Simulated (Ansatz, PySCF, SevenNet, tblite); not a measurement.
**Zinc-blende AlP, cohesive energy**

Reference value: 4.32 eV/atom (measured, static lattice: zero-point vibration energy added, our sources range from 4.20 to 4.32; as tabulated in Mejia-Rodriguez and Trickey (2018), arXiv:1807.09216).

| level (code) | value (eV/atom) | cell (Å³/atom) | error (eV/atom) |
|---|---|---|---|
| GFN2-xTB (tblite) | 5.05 | 21.05 | +0.73 |
| SevenNet-0 | 3.82 | 20.84 | -0.50 |
| LDA (Ansatz) | 4.81 | 20.05 | +0.49 |
| PBE (PySCF) | 4.07 ± 0.05 | 20.98 | -0.25 |
| PBE0 (PySCF) | 4.09 ± 0.04 | 20.53 | -0.23 |
| Hartree–Fock (PySCF) | 2.81 ± 0.08 | 21.22 | -1.51 |
| MP2 (PySCF) | 4.67 ± 0.1 | 20.14 | +0.35 |

Leaving aside GFN2-xTB (doubt noted below), SevenNet-0 (doubt noted below): Once the reference is moved by up to 0.12 eV/atom (a margin picked here for doubts on the reference and the settings) and values within 0.03 eV/atom count as equal, the nearest can be PBE0 (-0.23 eV/atom), PBE (-0.25 eV/atom) or MP2 (+0.35 eV/atom). Farthest off among them: Hartree–Fock (-1.51 eV/atom).

A ± on a computed value is a rough bar: the spread of its extrapolation, a floor set from checks against published values, or a statistical error. GFN2-xTB: the free atoms are run in the same model without spin. GFN2-xTB: the method was fitted mainly to molecules. GFN2-xTB: the run uses a supercell at the zone centre in place of a k mesh. SevenNet-0: free atoms can lie outside what these potentials were trained on. Each level is taken at its own relaxed cell. Ansatz's density-functional and Hartree–Fock values are scalar-relativistic unless marked +SOC, with PAW data made under PBE.

Machine-learned potentials (SevenNet-0) are trained on DFT data: a solid inside that data is no test of them.

Differences are worked out from the printed values.

Ansatz is a first-principles code.
